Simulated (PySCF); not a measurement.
From results back to the method.

Compound: PF2PH2, F2H2P2.
SMILES: `FP(F)P`

The closed-shell ground state was solved 3 times with PySCF (density fitting, gas phase), always with PBE0, in these basis sets: aug-cc-pVDZ, cc-pVDZ and cc-pVTZ. One conformer (not necessarily the lowest) at the PBE0-D3(BJ)/def2-SVP geometry, without solvent, vibrations or thermal averaging.

```csv
row,total energy (Eh),HOMO (eV),LUMO (eV),dipole (D)
P,-883.1859,-7.20,-0.44,2.00
Q,-883.3033,-7.29,-0.67,1.83
R,-883.2191,-7.40,-0.89,1.94
```

Q: Which basis belongs to which row?

A: P = cc-pVDZ, Q = cc-pVTZ, R = aug-cc-pVDZ. From the lowest total energy up: cc-pVTZ (156 functions) 0 eV; aug-cc-pVDZ (118 functions) +2.29 eV; cc-pVDZ (74 functions) +3.19 eV.

Conformer computed: `[F:1][P:2]([F:3])[PH2:4]`: H–P4–P2–F1 175°, H–P4–P2–F1 83°.
